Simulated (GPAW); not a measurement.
**P4 (SMILES P12P3P1P23): SVWN5/plane waves (scalar-relativistic datasets, plane-wave cutoff 200 eV)**

We compute a structure relaxation of P4. Input form: an ASE script.

Program for the calculation: GPAW 26.7.0.

2 further runs of the same task are left out: 1 that didn't finish, 1 set aside as unsound or not needed.

## 1. Starting point

P4: 4 atoms, total charge 0, spin state singlet. As SMILES, `P12P3P1P23`. The coordinates come from a PBE0-D4/def2-TZVP relaxation. The run starts from this shape.

Bond lengths: P1–P2 2.184 Å, P1–P3 2.184 Å, P2–P3 2.184 Å, P1–P4 2.184 Å, P2–P4 2.184 Å, P3–P4 2.184 Å. Some angles: P1–P2–P3 60.0°, P1–P2–P4 60.0°, P3–P2–P4 60.0°, P2–P1–P3 60.0°, P2–P1–P4 60.0°, P3–P1–P4 60.0°, P1–P3–P2 60.0°, P1–P3–P4 60.0°, P2–P3–P4 60.0°, P1–P4–P2 60.0°.

## 2. A structure relaxation at SVWN5/plane waves (scalar-relativistic datasets, plane-wave cutoff 200 eV)

The input, molecule.py:

```python
from ase import Atoms
from ase.io import write
from ase.optimize import LBFGSLineSearch
from gpaw import GPAW, PW, setup_paths
from gpaw.atom.configurations import parameters
from gpaw.atom.generator import Generator

# Set up the molecule
mol = Atoms(['P', 'P', 'P', 'P'],
    positions=[[ -0.724800,  -0.100000,   1.119400],
               [  1.294900,   0.109800,   0.315700],
               [ -0.185000,  -1.091700,  -0.749800],
               [ -0.385100,   1.081900,  -0.685200]])
mol.set_cell([13.0, 13.0, 13.0])
mol.center()

# PAW datasets for this functional
for symbol in ['P']:
    Generator(symbol, xcname='LDA_X+LDA_C_VWN', scalarrel=True, nofiles=True, txt=None).run(**parameters[symbol])
setup_paths.insert(0, '.')

# Calculator
calc = GPAW(mode=PW(200), xc='LDA_X+LDA_C_VWN', maxiter=60, txt='molecule.txt')
mol.calc = calc

opt = LBFGSLineSearch(mol, trajectory='molecule.traj')
converged = opt.run(fmax=0.01, steps=60)
print('Converged:', converged)
print(f'Final energy: {mol.get_potential_energy():.5f} eV')
print(f'r(P3-P2)                {mol.get_distance(3, 2):.4f} Ang')
print(f'r(P1-P0)                {mol.get_distance(1, 0):.4f} Ang')
write('relaxed.xyz', mol)
```

The run is started by

```console
$ OMP_NUM_THREADS=1 python molecule.py
```

**Question.** What will come out? Wanted: energy as printed; dipole moment; HOMO energy; LUMO energy; HOMO–LUMO gap.

Computed results:

Level: SVWN5/plane waves (scalar-relativistic datasets, plane-wave cutoff 200 eV).

| quantity | value |
| --- | --- |
| energy as printed (from the program's reference atoms) | -22.1815 eV |
| dipole moment | 0.01 D |
| HOMO energy (from the vacuum level) | -6.74 eV |
| LUMO energy (from the vacuum level) | -1.76 eV |
| HOMO–LUMO gap | 4.98 eV |

At the final geometry: Bond lengths: P1–P2 2.193 Å, P1–P3 2.193 Å, P2–P3 2.193 Å, P1–P4 2.193 Å, P2–P4 2.193 Å, P3–P4 2.193 Å. Some angles: P1–P2–P3 60.0°, P1–P2–P4 60.0°, P3–P2–P4 60.0°, P2–P1–P3 60.0°, P2–P1–P4 60.0°, P3–P1–P4 60.0°, P1–P3–P2 60.0°, P1–P3–P4 60.0°, P2–P3–P4 60.0°, P1–P4–P2 60.0°. The optimisation took 2 steps and changed the energy by -0.003 eV.
